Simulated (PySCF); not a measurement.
LiC⁺, PBE: how much the basis matters

PySCF, UKS reference; triplet, unpaired electrons σ ↑, π ↑; De to Li⁺ + C without counterpoise correction.

```json
{"basis": "STO-3G", "relativity": "no relativity", "functions": "10", "Re (Å)": "2.195", "ωe (cm⁻¹)": "446", "De (eV)": "1.73", "μ (D)": "-4.43"}
{"basis": "def2-SVPD", "relativity": "no relativity", "functions": "32", "Re (Å)": "2.310", "ωe (cm⁻¹)": "320", "De (eV)": "0.54", "μ (D)": "-5.46"}
{"basis": "aug-pcseg-1", "relativity": "no relativity", "functions": "36", "Re (Å)": "2.378", "ωe (cm⁻¹)": "295", "De (eV)": "0.48", "μ (D)": "-5.66"}
```

Task: How does each smaller set differ from the one with most functions, aug-pcseg-1?

Result: STO-3G: -18.3 pm, +51.2 % in ωe, +1.25 eV in De; def2-SVPD: -6.8 pm, +8.5 % in ωe, +0.06 eV in De. All at PBE; the set with most functions is neither the basis-set limit nor always the best.

A positive dipole points towards C; it is taken about the centre of mass and depends on that origin. For an ion De counts to the pair picked by the measured ionisation energies or electron affinities, which need not be the lowest pair at this level. STO-3G is very small, so such numbers show the basis as much as the molecule. The state is the lowest determinant that a PBE0 search found; another state may lie lower at other levels.
